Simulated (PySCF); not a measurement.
An element was calculated at r2SCAN (PySCF 2.14, non-relativistic, a triple-zeta basis, no spin-orbit coupling), in the ground configurations that NIST lists.

* electron affinity: 1.535 eV
* first ionisation energy: 8.323 eV
* second ionisation energy: 16.516 eV
* third ionisation energy: 32.866 eV

Which element is it?

Silicon (Si, Z = 14), in aug-cc-pV(T+d)Z with one added diffuse shell each of s, p, d, f type. NIST lists 8.152, 16.346, 33.493 eV for these ionisation energies.
